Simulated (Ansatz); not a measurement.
# AlH₄ (doublet): B3LYP, wB97M-V over a scan of the distance Al1–H5, 6-31G

Aim: run AlH₄ (doublet) with these functionals over a scan of the distance Al1–H5, and hold them against the top wave-function level at the same points.

Method: 6-31G, all electrons in the functionals; program: Ansatz 0.2.0, Gaussian basis.

Plan: B3LYP, wB97M-V, at 1.290 Å; 1.425 Å; 1.595 Å; 1.728 Å; 1.965 Å; 2.207 Å; 2.579 Å; 2.910 Å; 3.594 Å; 4.319 Å; 5.540 Å.

32 further runs of the same task are left out: 8 for a known fault of the program, 2 for a mislabelled method, 17 that didn't finish, 5 set aside as unsound or not needed.

### Step 1. The system

The geometry derives from a PBE0/def2-TZVP stationary point (not a proven minimum). One bond is set to the value named and the two fragments are kept rigid.

5 atoms, charge 0, spin multiplicity 2.

Atoms are counted from 1 here; the program's logs count them from 0.

Bond lengths: Al1–H4 1.595 Å, Al1–H5 1.595 Å, H2–H3 0.766 Å. Angles: H4–Al1–H5 120.0°.

No dispersion term is added; wB97M-V holds VV10 nonlocal correlation. B3LYP takes the VWN-RPA correlation.

The geometry shown and the zero of energy belong to the point 1.595 Å. The yardstick, FCI, and other wave-function levels (R restricted, U unrestricted, valence and pair active spaces) come from earlier runs.

### Step 2. B3LYP, 1.290 Å

File in.yaml:

```yaml
crystal:
  periodic: [false, false, false]
  atoms:
    - {symbol: Al, position_ang: [-0.054904, -0.008442, -0.133182]}
    - {symbol: H, position_ang: [0.453685, -0.006787, 1.985358]}
    - {symbol: H, position_ang: [-0.312103, -0.017495, 1.955975]}
    - {symbol: H, position_ang: [0.738264, 1.374721, -0.189211]}
    - {symbol: H, position_ang: [0.589884, -1.124442, -0.186967]}
basis:
  gaussian: {orbitals: 6-31G}
magnetization: {spin_polarized: true, initial_magnetization: 1}
hamiltonian: {xc: {name: B3LYP}}
```

Command:

```sh
$ ansatz run in.yaml --threads 1 --pin off --events-out ev --progress --plain --max-ram 2393MiB
```

The runs that follow: B3LYP, 1.425 Å; B3LYP, 1.595 Å; B3LYP, 1.728 Å; B3LYP, 1.965 Å; B3LYP, 2.207 Å; B3LYP, 2.579 Å; B3LYP, 2.910 Å; B3LYP, 3.594 Å; B3LYP, 4.319 Å; B3LYP, 5.540 Å; wB97M-V, 1.290 Å; wB97M-V, 1.425 Å; wB97M-V, 1.595 Å; wB97M-V, 1.728 Å; wB97M-V, 1.965 Å; wB97M-V, 2.207 Å; wB97M-V, 2.579 Å; wB97M-V, 2.910 Å; wB97M-V, 3.594 Å; wB97M-V, 4.319 Å; wB97M-V, 5.540 Å.

Q: Predict the results of all the runs planned. Wanted: span of the FCI curve; largest miss, B3LYP; largest miss, wB97M-V.

**Answer**, as computed:

```
             quantity                    value
span of the FCI curve            51.2 kcal/mol
  largest miss, B3LYP  +8.6 kcal/mol (5.540 Å)
largest miss, wB97M-V  +6.9 kcal/mol (2.579 Å)
```

What this shows: Of the functionals, wB97M-V keep the smallest largest miss at the points compared (at most 6.9 kcal/mol) and B3LYP strays most (8.6 kcal/mol, at 5.540 Å). Functionals and the yardstick converge differently with the basis, so part of each miss in 6-31G is the basis.
